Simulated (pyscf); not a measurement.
## Substitution at Si: H₂N–SiH₂–Cl (SMILES N[SiH2]Cl) + H• (SMILES [H]) → H₂N–SiH₂–Cl (SMILES N[SiH2]Cl) + H• (SMILES [H])

Gas phase, doublet surface, charge 0. Bonds broken: Si2–H7. Bonds formed: Si2–H6. Optimised with ωB97X-D3(BJ)/def2-SVP in PySCF. Correlated levels are frozen-core, on RHF or UHF. ΔMP2 is the change of the MP2 total energy from the triple- to the quadruple-zeta basis.

Transition state (Å):

```xyz
8

N     -1.9045     0.0266     0.0731
Si    -0.3297     0.1143    -0.6038
Cl     0.7159    -1.6534    -0.9778
H     -2.7079    -0.1592    -0.5179
H     -2.0579    -0.2554     1.0349
H      0.7074     1.4954    -0.6713
H      0.4189     0.5292     0.6873
H     -0.6265     0.6059    -1.9905
```

One imaginary mode, 488i cm⁻¹; descent along it reached the two sides named.

| bond | change | reactant side (Å) | saddle | product side |
|---|---|---|---|---|
| Si2–H7 | breaks | 1.483 | 1.549 | 4.0 |
| Si2–H6 | forms | 3.7 | 1.729 | 1.483 |

Electronic energies relative to the separated reactants (kcal/mol):

| level | barrier | reaction energy | reverse barrier |
|---|---|---|---|
| ωB97X-D3(BJ)/def2-TZVP | 11.1 | 0.0 | 11.1 |
| PBE/def2-TZVP | 5.5 | 0.0 | 5.5 |
| r²SCAN/def2-TZVP | 4.5 | 0.0 | 4.5 |
| B3LYP-D3(BJ)/def2-TZVP | 7.4 | 0.0 | 7.4 |
| PBE0-D3(BJ)/def2-TZVP | 7.8 | 0.0 | 7.8 |
| M06-2X/def2-TZVP | 12.1 | 0.0 | 12.1 |
| ωB97M-D3(BJ)/def2-TZVP | 11.1 | 0.0 | 11.1 |
| HF/def2-TZVP | 25.8 | 0.0 | 25.8 |
| MP2/def2-QZVPP | 15.6 | 0.0 | 15.6 |
| CCSD/def2-TZVPP | 13.8 | 0.0 | 13.8 |
| CCSD(T)/def2-TZVPP | 12.8 | 0.0 | 12.8 |
| CCSD(T)/def2-TZVPP + ΔMP2(QZVPP) | 12.3 | 0.0 | 12.3 |

With CCSD(T)/def2-TZVPP + ΔMP2(QZVPP) energies and thermal terms (ideal gas, 1 atm, RRHO with modes under 100 cm⁻¹ raised to 100, one conformer, R ln 2 for rigid chiral ones), in kcal/mol:

| T (K) | ΔH‡ | ΔG‡ | ΔH | ΔG |
|---|---|---|---|---|
| 298 | 12.0 | 18.5 | 0.0 | 0.0 |
| 600 | 11.4 | 25.4 | 0.0 | 0.0 |
| 900 | 11.1 | 32.5 | 0.0 | 0.0 |
| 1200 | 10.8 | 39.7 | 0.0 | 0.0 |

One saddle was located; it need not be the lowest between these sides. The angle at the attacked Si is 62° (front-side attack). The CCSD(T) − MP2 part came from Ansatz, without density fitting, on the same reference.
